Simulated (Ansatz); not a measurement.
Ga2S3 (Cc, No. 9), treated with LDA in Ansatz (PAW).

Settings: plane-wave cutoff 520 eV, 6×6×6 k mesh, Fermi–Dirac smearing 0.01 eV, scalar-relativistic PAW data made under PBE.

Cell (relaxed at this level):

Ga2S3 is modelled in the monoclinic space group Cc (No. 9), Pearson symbol mS20. Lattice parameters: a = 10.9299 Å, b = 6.2935 Å, c = 6.9350 Å, α = 90.00°, β = 121.04°, γ = 90.00°. Ga1 on 4a is coordinated by 4 S at 2.192–2.310 Å (tetrahedral). Ga2 on 4a is surrounded by 4 S at 2.190–2.309 Å (tetrahedral). S1 on 4a is surrounded by 3 Ga at 2.292–2.310 Å (trigonal pyramidal). S2 on 4a sees 3 Ga at 2.294–2.309 Å (trigonal pyramidal). S3 on 4a is surrounded by 2 Ga at 2.190–2.192 Å (bent). (Neighbours: up to the widest gap in distance over summed covalent radii, below 1.35, at either atom; cation-cation and far metal-metal contacts left out.)
(The calculation used a cell of 10 atoms; values per cell refer to that cell.)

### Question
Give the computed band gap.

### Answer

- band gap: 1.77 eV (on the SCF k mesh)

Spin–orbit coupling is not included.

Computed values are for the static lattice.

Computing time: about 11 core-minutes (a rough figure).

Ansatz is a program for electronic structure.
